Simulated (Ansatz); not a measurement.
Geometry optimisation, RKS PBE0-D4/def2-SVP (Ansatz).

input.yaml

```yaml
crystal:
  periodic: [false, false, false]
  atoms:
    - { symbol: B, position_ang: [0.0, 0.0, 0.0] }
    - { symbol: O, position_ang: [0.0, 0.0, 1.41] }
    - { symbol: H, position_ang: [-0.9095, -0.2814, 1.7471] }
    - { symbol: H, position_ang: [1.0305, 0.0, -0.595] }
    - { symbol: Cl, position_ang: [-1.6108, 0.0, -0.93] }
basis:
  gaussian: { orbitals: def2-SVP }
hamiltonian:
  xc: pbe0
  dispersion: d4
relax:
  f_tol: 0.02
  max_steps: 40
output:
  orbitals: {}
```

Run as:

```bash
$ ansatz run input.yaml --threads 1 --pin off --max-ram 2048MiB --backend cpu --events-out ev --progress --plain --runs-dir out
```

Task: Where does it end, and by what steps?

Result: It converged. After 6 steps the energy has fallen by 0.292 eV; O2 moved furthest, 0.13 Å.

```tsv
step	energy less start (eV)	largest force component (eV/Å)	accepted
0	0.0000	2.260	yes
1	-0.0686	3.036	yes
2	-0.2590	1.483	yes
3	-0.2888	0.236	yes
4	-0.2915	0.039	yes
5	-0.2912	0.088	no
6	-0.2916	0.001	yes
```

```xyz
5
Properties=species:S:1:pos:R:3
B -0.029 -0.024 0.013
O -0.019 -0.112 1.349
H -0.900 -0.175 1.738
H 1.011 0.058 -0.581
Cl -1.553 -0.028 -0.887
```

Whether the end is a true minimum wasn't checked by a vibrational analysis.

Run time: 11 s on 1 thread of Arm Neoverse V1 (shared host), peak memory 0.12 GiB.
